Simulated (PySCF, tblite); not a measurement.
# CHF₂O radical: geometry, infrared bands and EPR parameters

Wanted: the infrared bands and EPR parameters of CHF₂O radical (`O[C](F)F`), by calculation.

The runs use tblite 0.8.0 and PySCF 2.14.0, with density-fitted response routines of our own; the level of theory stands in each step. All values are computed, except where a source is named. Atoms are numbered from 0 throughout.

**1. The starting structure**

5 atoms, charge 0, multiplicity 2; geometry from: force field or distance geometry start.

Bonds of the start (Å): O0–C1 1.39, C1–F2 1.38, C1–F3 1.39, O0–H4 0.99.

**2. Optimising the geometry with GFN2-xTB**

Job settings and geometry (Å):

```
{"job": {"kind": "relax", "xc": "GFN2-xTB", "basis": "xTB"}, "charge": 0, "multiplicity": 2}
O     -0.747600    -0.685700    -0.088500
C      0.380000     0.005700     0.345700
F      0.325400     1.305400    -0.111600
F      1.538600    -0.590100    -0.141500
H     -1.487700    -0.032500    -0.021200
```

Launch:

```console
OMP_NUM_THREADS=1 python probes_run.py task.json out
```

One launch serves the whole session: the jobs run in the order shown.

What it wrote:

```text
step      E/eV     max force
  0    -437.95050    2.760
  1    -438.12569    0.851
  2    -438.14375    0.401
  3    -438.14975    0.347
  4    -438.15673    0.179
  5    -438.15788    0.165
  6    -438.16042    0.159
  7    -438.16211    0.129
  8    -438.16287    0.057
  9    -438.16300    0.035
 10    -438.16306    0.032
 11    -438.16316    0.040
 12    -438.16330    0.049
 13    -438.16348    0.053
 14    -438.16371    0.064
 15    -438.16412    0.090
 16    -438.16489    0.184
 17    -438.16588    0.294
 18    -438.16805    0.221
 19    -438.17011    0.194
 20    -438.16919    0.334
 21    -438.17137    0.294
 22    -438.17208    0.081
 23    -438.17288    0.100
 24    -438.15325    1.204
 25    -438.17403    0.036
 26    -438.17470    0.033
 27    -438.06178    2.360
 28    -438.17509    0.038
 29    -438.17545    0.040
 30    -438.07038    2.249
 31    -438.17583    0.046
 32    -438.17618    0.046
 33    -438.06339    2.272
 34    -438.17651    0.047
 35    -438.17682    0.044
 36    -438.05829    2.299
 37    -438.17710    0.043
 38    -438.17736    0.041
 39    -438.06917    2.209
 40    -438.17761    0.040
 41    -438.17784    0.036
 42    -438.14676    1.300
 43    -438.17816    0.036
 44    -438.17843    0.028
 45    -438.17319    0.604
 46    -438.17883    0.019
 47    -438.17907    0.014
 48    -438.17911    0.166
 49    -438.17936    0.042
 50    -438.17941    0.049
 51    -438.17948    0.054
 52    -438.17952    0.037
 53    -438.17954    0.003
```

Run time: 0.12 s. Hardware: 1 thread of Arm Neoverse V1, shared host.

The steps of the relaxation: (not every step is listed) (the energy doesn't fall at every step)

```
step  energy from step 0 (eV)  largest force (eV/Å)
   0                   0.0000                2.7600
   1                  -0.1752                0.8511
   2                  -0.1933                0.4013
   3                  -0.1993                0.3473
   4                  -0.2062                0.1793
   5                  -0.2074                0.1651
   6                  -0.2099                0.1593
   7                  -0.2116                0.1290
   8                  -0.2124                0.0574
  12                  -0.2128                0.0494
  16                  -0.2144                0.1835
  20                  -0.2187                0.3339
  24                  -0.2028                1.2036
  28                  -0.2246                0.0382
  32                  -0.2257                0.0461
  36                  -0.1078                2.2989
  40                  -0.2271                0.0398
  44                  -0.2279                0.0280
  48                  -0.2286                0.1656
  49                  -0.2289                0.0416
  50                  -0.2289                0.0491
  51                  -0.2290                0.0539
  52                  -0.2290                0.0369
  53                  -0.2290                0.0033
```

Distances of close pairs at the start and the end, largest changes first:

```
 bond  before (Å)  after (Å)  change (Å)
O0–C1       1.392      1.316      -0.076
C1–F3       1.391      1.345      -0.046
C1–F2       1.379      1.344      -0.035
O0–H4       0.989      0.974      -0.016
```

The final coordinates are the input of the step that follows.

**3. Harmonic vibrations with GFN2-xTB**

Job settings and geometry (Å):

```
{"job": {"kind": "ir", "xc": "GFN2-xTB", "basis": "xTB"}, "charge": 0, "multiplicity": 2}
O     -0.774052    -0.585302     0.278096
C      0.392153     0.022755     0.330347
F      0.401980     1.329909     0.017250
F      1.408924    -0.579333    -0.312611
H     -1.420383    -0.185177    -0.330267
```

What it wrote:

```text
mode    cm-1     km/mol
  1     180.8    177.90
  2     443.3      3.06
  3     454.3     39.94
  4     520.2     23.51
  5     960.2      3.56
  6    1049.5    277.98
  7    1183.4    353.54
  8    1293.7    263.41
  9    3320.9     34.91
```

Wall time 0.04 s (1 thread of Arm Neoverse V1, shared host).

Which atoms move in the most intense modes:

```
cm⁻¹  km/mol                               atoms
 181   177.9                             H4 87 %
 454    39.9           F2 37 %, O0 25 %, F3 24 %
 520    23.5  C1 49 %, F3 19 %, O0 13 %, H4 10 %
 960     3.6  F2 28 %, C1 25 %, F3 22 %, O0 22 %
1050   278.0           C1 42 %, H4 31 %, F3 16 %
1183   353.5                    C1 41 %, H4 40 %
1294   263.4                    C1 64 %, O0 25 %
3321    34.9                             H4 94 %
```

**4. g tensor and hyperfine couplings: B3LYP/pcH-1**

The job, as its differences from that of step 3:

```diff
@@ -1,2 +1,2 @@
-{"job": {"kind": "ir", "xc": "GFN2-xTB", "basis": "xTB"}, "charge": 0, "multiplicity": 2}
+{"job": {"kind": "epr", "basis": "pcH-1"}, "charge": 0, "multiplicity": 2}
 O     -0.774052    -0.585302     0.278096
```

Method: UKS B3LYP, pcH-1 on C F H O, non-relativistic, mean-field spin-orbit, GIAO.

What it wrote:

```text
UKS, coarse grid
  cycle   1  E = -313.43125557  |g| = 6.41e-01
  cycle   2  E = -313.25410266  |g| = 1.00e+00
  cycle   3  E = -313.56350227  |g| = 4.11e-02
  cycle   4  E = -313.56411759  |g| = 2.17e-02
  cycle   5  E = -313.56424353  |g| = 1.12e-02
  cycle   6  E = -313.56428091  |g| = 2.33e-03
  cycle   7  E = -313.56428300  |g| = 7.34e-04
UKS, final grid
  cycle   1  E = -313.56425615  |g| = 6.39e-04
  cycle   2  E = -313.56425611  |g| = 7.91e-04
  cycle   3  E = -313.56425630  |g| = 1.43e-04
  cycle   4  E = -313.56425630  |g| = 3.35e-05
  cycle   5  E = -313.56425630  |g| = 1.43e-05
internal stability: stable
E = -313.56425630 Eh   <S^2> = 0.7519 (exact 0.7500)
g shifts (ppm)      1          2          3
  rmc          -266       -266       -266
  gc             27         21         36
  oz_so        -327       1664       1937
  total        -566       1418       1707
hyperfine (MHz)  atom isotope    a_iso     a_fc   dipolar eigenvalues
    0   17O    -155.13    -155.13    -23.84     10.95     12.89
    1   13C     652.50     652.50    -72.56    -71.24    143.80
    2   19F     324.42     324.42   -187.25   -168.97    356.22
    3   19F     448.71     448.71   -233.05   -217.16    450.20
    4    1H      94.86      94.86     -7.90     -4.00     11.90
```

Wall time 16 s (1 thread of Arm Neoverse V1, shared host); peak memory 0.36 GiB.

Principal g values 2.00175, 2.00374, 2.00403; g(iso) = 2.00317, against 2.00232 for a free electron.

Hyperfine couplings; where a row names several nuclei, a(iso) is their mean (it holds for fast rotation or exchange) and the dipolar term the largest among them:

```
nuclei  isotope  a(iso) (MHz)  a(iso) (G, at g = 2.0023)  largest dipolar term (MHz)
    C1      13C         652.5                      232.8                       143.8
F2, F3      19F         386.6                      137.9                       450.2
    O0      17O        -155.1                      -55.4                       -23.8
    H4       1H          94.9                       33.8                        11.9
```

Mulliken spin populations:

```
atom  value (e)
  O0       0.03
  C1       0.80
  F2       0.05
  F3       0.06
  H4       0.06
```

In first order the couplings over 0.8 MHz of 19F, 1H give 6 distinct lines over 309.7 G, if the averaged nuclei exchange fast.

The fields below are evaluated on a grid from the run's orbitals.

ELF in a plane through or near 3 of the atoms.

Ten even steps from '0' (0.00) to '9' (0.93):
```
0000000000000000000000000000
0000000000000000000000000000
0000000000000000000000000000
0000000000001000000000000000
0000000012355531000000000000
0000000146889864100000000000
0000000258977973000000000000
0000000158955841002320000000
0000000001478721268863000000
0000001211232366799974100000
0000024666663387789963100000
0000036897786478788631000000
0000025897784148997410000000
0000013689974016886310000000
0000001356752004554200000000
0000000012220000110000000000
0000000000000000000000000000
0000000000000000000000000000
0000000000000000000000000000
0000000000000000000000000000
```
The map spans 8.1 Å across and 7.7 Å up, centred on the molecule. Atoms in the plane (x, y in Å): F2 (-0.6, 1.2), F3 (-1.3, -0.8), H4 (1.4, 0.0).

log10 of the density (e/Å³) in the same plane.

Values, 10 rows by 14 columns:
```
-4.0 -4.0 -4.0 -4.0 -4.0 -4.0 -4.0 -4.0 -4.0 -4.0 -4.0 -4.0 -4.0 -4.0
-4.0 -4.0 -4.0 -4.0 -3.8 -3.1 -2.8 -3.4 -4.0 -4.0 -4.0 -4.0 -4.0 -4.0
-4.0 -4.0 -4.0 -2.9 -1.7 -0.9 -0.7 -1.3 -2.3 -3.6 -4.0 -4.0 -4.0 -4.0
-4.0 -4.0 -3.9 -2.2 -0.9  0.5  1.3 -0.3 -1.5 -2.3 -2.8 -3.4 -4.0 -4.0
-4.0 -4.0 -3.3 -2.0 -1.1 -0.1  0.3 -0.4 -0.7 -0.6 -1.2 -2.2 -3.4 -4.0
-4.0 -4.0 -2.3 -1.1 -0.2  0.1  0.2  0.2  0.5  0.3 -0.7 -1.9 -3.1 -4.0
-4.0 -3.9 -2.0 -0.8  0.6  0.9 -0.2 -0.4  0.1 -0.3 -1.3 -2.3 -3.5 -4.0
-4.0 -4.0 -2.7 -1.5 -0.8 -0.6 -1.1 -1.5 -1.3 -1.5 -2.2 -3.2 -4.0 -4.0
-4.0 -4.0 -4.0 -3.5 -2.8 -2.7 -3.0 -3.4 -3.3 -3.5 -4.0 -4.0 -4.0 -4.0
-4.0 -4.0 -4.0 -4.0 -4.0 -4.0 -4.0 -4.0 -4.0 -4.0 -4.0 -4.0 -4.0 -4.0
```
The map spans 8.1 Å across and 7.7 Å up, centred on the molecule. Atoms in the plane (x, y in Å): F2 (-0.6, 1.2), F3 (-1.3, -0.8), H4 (1.4, 0.0).

On the surface of density 0.002 e/bohr³ the electrostatic potential runs, from the 1st to the 99th percentile, from -0.82 V near O0 to 3.10 V near H4.

The spin density lies nearest to C1 68 %; F3 11 %; F2 8 %; O0 8 %.

**5. Outcome**

| quantity | value |
| --- | --- |
| strongest single infrared mode (GFN2-xTB) | 1183 cm⁻¹, 354 km/mol |
| zero-point energy (GFN2-xTB) | 13.4 kcal/mol |
| g(iso) (B3LYP) | 2.00317 |
| ⟨S²⟩ | 0.752 (exact 0.75) |
| largest a(iso) (averaged by class) | 13C on C1, 652.5 MHz |
| surface potential, 1st and 99th percentile | -0.82 V and 3.10 V |

In words: Over 53 steps the energy fell by 0.229 eV; of the close pairs, O0–C1 changed most, 1.392 to 1.316 Å. No mode is imaginary among the 9: a minimum at this level. The strongest single mode, at 1183 cm⁻¹, moves mainly C1 and H4. GFN2-xTB is a fitted tight-binding method: band positions and strengths are rough. Its intensities can rank the bands wrongly. C1 carries the largest spin population, 0.80 e. The isotropic g lies 0.9 ppt above the free-electron value.
